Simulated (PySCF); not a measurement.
**Shifts of the heteroatoms**

Numbering as in the mapped SMILES `[N:1]#[C:2][CH:3]=[O:4]`. Each H is labelled by its parent atom.

PySCF 2.14.0 with density-fitted response routines calculation with structure optimised with GFN2-xTB, PBE0/pcSseg-1 with gauge-including orbitals and spin–spin couplings from B3LYP/pcJ-1; one computed conformer, in vacuum, non-relativistic Hamiltonian.

**Question.** Where does ¹⁵N resonate?

**Answer.** 
```csv
atoms,environment,σ (ppm),δ (ppm)
N1,nitrile nitrogen,-56.0,-96.4
```

Shieldings were converted by a linear fit to measured shifts: ¹⁵N (scatter 6.3 ppm rms vs CH3NO2, solution or neat liquid). Occasional misses reach two or three times the rms, and more in compound classes unlike the fitted ones.

Couplings (the largest are listed; each averaged over equivalent pairs): ¹J(N1,C2) = -19.2 Hz, ²J(N1,C3) = 2.9 Hz, ³J(N1,O4) = 3.8 Hz, ³J(N1,H(C3)) = -2.3 Hz. Signs are for ¹⁵N, whose magnetogyric ratio is negative.

On a 300 MHz spectrometer ¹⁵N resonates near 30.4 MHz, so 1 ppm is 30.4 Hz.

**Question.** Predict the ¹⁷O NMR data.

**Answer.** 
```tsv
atoms	environment	σ (ppm)	δ (ppm)
O4	carbonyl oxygen of an acyl cyanide	-456.8	682.8
```

Shieldings were converted by a linear fit to measured shifts: ¹⁷O: δ = 266.70 − 0.911σ (rms 10.7 ppm, 155 shifts, 12.2 ppm with the 3 outliers that the fit left out vs liquid water, solution or neat liquid). A few per cent of atoms miss by over 2 rms, more outside the fitted compound classes.

Couplings (the largest are listed; each averaged over equivalent pairs; quadrupolar broadening usually hides them): ¹J(C3,O4) = 30.2 Hz, ²J(O4,H(C3)) = -5.0 Hz, ²J(C2,O4) = -2.3 Hz, ³J(N1,O4) = 3.8 Hz.

On a 500 MHz spectrometer ¹⁷O resonates near 67.8 MHz, so 1 ppm is 67.8 Hz.
